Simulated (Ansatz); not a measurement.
Reaction (cleavage of the P–Al bond): `[SiH3][AlH][PH2]` + `CNC` → `CN(C)P` + `[AlH2][SiH3]`

Program: Ansatz. Geometries: PBE0-D4/def2-TZVP. ΔE: electronic, gas phase. CCSD(T)/CBS adds triple-zeta CCSD(T) − MP2 to the extrapolated MP2 energy (def2 sets, frozen cores). This one scheme is used for every species. DFT in def2-TZVPP. Each species was taken in one conformer, which may not be the lowest.

CCSD(T)/CBS gives +72.5 kJ/mol.

Problem. Another level gave +82.4 kJ/mol. Which?
A. PBE0/def2-TZVPP
B. PBE-QIDH/def2-TZVPP
C. RPA@PBE/def2-TZVPP
D. B2PLYP/def2-TZVPP

Solution. A. PBE0 82.4, RPA@PBE/def2-TZVPP 65.2, B2PLYP 71.2, PBE-QIDH 75.6 kJ/mol.

Largest T1 diagnostic among the species: 0.014.

Leaving LDA and LC-ωPBE aside and taking each functional with its dispersion term where it has one, the values, not all of them listed here, spread over 16.8 kJ/mol, from CAM-B3LYP-D4 to PBE-D4. LDA lies −9.9 kJ/mol from PBE without D4. From BLYP to BHLYP (50 % exact exchange), in def2-TZVPP and without D4, ΔE moves by −6.6 kJ/mol. In def2-TZVPP, CCSD(T) changes the Hartree–Fock value by +7.6 kJ/mol (the triples alone add +0.8 kJ/mol) and MP2 by +4.3 kJ/mol.
